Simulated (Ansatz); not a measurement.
# SiH₅S radical: single points off equilibrium

One table from this session's results is given with a row withheld; the runs are named, their logs left out.

Computed with Ansatz 0.2.0, Gaussian basis. Level: single points in def2-TZVPP.

Correlated methods freeze the cores. Orbitals are unrestricted.

### The starting structure

7 atoms, charge 0, spin multiplicity 2.

Atoms are counted from 1 here; the program's logs count them from 0.

Bond lengths: S2–H4 1.350 Å, Si3–H5 1.469 Å, Si3–H6 1.456 Å, Si3–H7 1.452 Å. Angles: H5–Si3–H6 111.3°, H5–Si3–H7 114.8°, H6–Si3–H7 115.8°.

As a file:

```xyz
7
H5SSi
H     0.1249   -0.4061   -0.6276
S    -0.0952   -1.5587   -1.9830
Si    0.3253    0.7153    0.8827
H    -1.4171   -1.6218   -1.7161
H     0.0872    2.0664    0.3582
H    -0.7432    0.3010    1.7804
H     1.6771    0.4747    1.3547
```

The first run:

run/in.yaml

```yaml
crystal:
  periodic: [false, false, false]
  atoms:
    - {symbol: H, position_ang: [0.124900, -0.406100, -0.627600]}
    - {symbol: S, position_ang: [-0.095200, -1.558700, -1.983000]}
    - {symbol: Si, position_ang: [0.325300, 0.715300, 0.882700]}
    - {symbol: H, position_ang: [-1.417100, -1.621800, -1.716100]}
    - {symbol: H, position_ang: [0.087200, 2.066400, 0.358200]}
    - {symbol: H, position_ang: [-0.743200, 0.301000, 1.780400]}
    - {symbol: H, position_ang: [1.677100, 0.474700, 1.354700]}
basis:
  gaussian: {orbitals: def2-TZVPP}
magnetization: {spin_polarized: true, initial_magnetization: 1}
correlation: {method: ccsd_t}
scf: {omitted_lower_state_checks: [cluster_reference]}
output: {forces: true}
```

The command line of these runs was not kept.

Among the steps run: CCSD(T)/def2-TZVPP; PBE0-D4/def2-TZVPP; wB97M-V/def2-TZVPP; r2SCAN-D4/def2-TZVPP; PBE-D4/def2-TZVPP; BLYP-D4/def2-TZVPP; r2SCAN0-D4/def2-TZVPP.

One of the session's tables, all rows but one given; the rest of the session is left out.

```
    method  RMS force component (eV/Å)  angle to CCSD(T) forces (°)  dipole (D)
   CCSD(T)                       0.555                    reference        2.38
   PBE0-D4                           ?                            ?           ?
   wB97M-V                       0.540                          3.6        2.50
 r2SCAN-D4                       0.519                         11.3        2.57
    PBE-D4                       0.534                         19.7        2.48
   BLYP-D4                       0.496                         14.4        2.44
r2SCAN0-D4                       0.538                          8.2        2.58
```

**Question.** Estimate the row for PBE0-D4.

**Answer.** RMS force component (eV/Å): 0.542; angle to CCSD(T) forces (°): 9.6; dipole (D): 2.55. In the column «RMS force component (eV/Å)» it lies between wB97M-V (0.540) and CCSD(T) (0.555).
